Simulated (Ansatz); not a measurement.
Reaction (SMILES): CS (CH3-SH) → CH4S+ (doublet, bonded as CS) + e-
B3LYP-D3(BJ)/def2-TZVP geometries, fixed; electronic energies without zero-point terms.

Effect of a fitting basis named in the input at MP2/def2-TZVPP with Ansatz (a first-principles code), against the last row, where the adiabatic ionisation energy is 9.38 eV. Cores are frozen. Open shells are unrestricted. The default fits or decomposes integrals by the program's own choice; accuracy: high also tightens integrals, grids and stops.

```json
[
 {"setting": "fitting: def2-universal-jkfit and def2-SVP-RIFIT", "largest shift of a total energy (mEh)": "-1.330", "shift of the adiabatic ionisation energy (eV)": "0.000"},
 {"setting": "fitting: def2-universal-jkfit and cc-pVDZ-RIFIT", "largest shift of a total energy (mEh)": "-0.734", "shift of the adiabatic ionisation energy (eV)": "-0.003"},
 {"setting": "fitting: def2-universal-jkfit and cc-pVTZ-RIFIT", "largest shift of a total energy (mEh)": "0.155", "shift of the adiabatic ionisation energy (eV)": "0.000"},
 {"setting": "fitting: def2-universal-jkfit and aug-cc-pVTZ-RIFIT", "largest shift of a total energy (mEh)": "0.138", "shift of the adiabatic ionisation energy (eV)": "0.000"},
 {"setting": "fitting: def2-universal-jkfit and cc-pVQZ-RIFIT", "largest shift of a total energy (mEh)": "0.124", "shift of the adiabatic ionisation energy (eV)": "0.000"},
 {"setting": "fitting: def2-universal-jkfit and aug-cc-pVQZ-RIFIT", "largest shift of a total energy (mEh)": "0.108", "shift of the adiabatic ionisation energy (eV)": "0.000"},
 {"setting": "accuracy: high", "largest shift of a total energy (mEh)": "-0.002", "shift of the adiabatic ionisation energy (eV)": "0.000"},
 {"setting": "accuracy: medium (default)", "largest shift of a total energy (mEh)": "0.000", "shift of the adiabatic ionisation energy (eV)": "0.000"}
]
```

Within 0.002 eV in the adiabatic ionisation energy: fitting: def2-universal-jkfit and def2-SVP-RIFIT; fitting: def2-universal-jkfit and cc-pVTZ-RIFIT; fitting: def2-universal-jkfit and aug-cc-pVTZ-RIFIT; fitting: def2-universal-jkfit and cc-pVQZ-RIFIT; fitting: def2-universal-jkfit and aug-cc-pVQZ-RIFIT; accuracy: high. The largest shift is 1.330 mEh in a total energy and 0.003 eV in the difference.
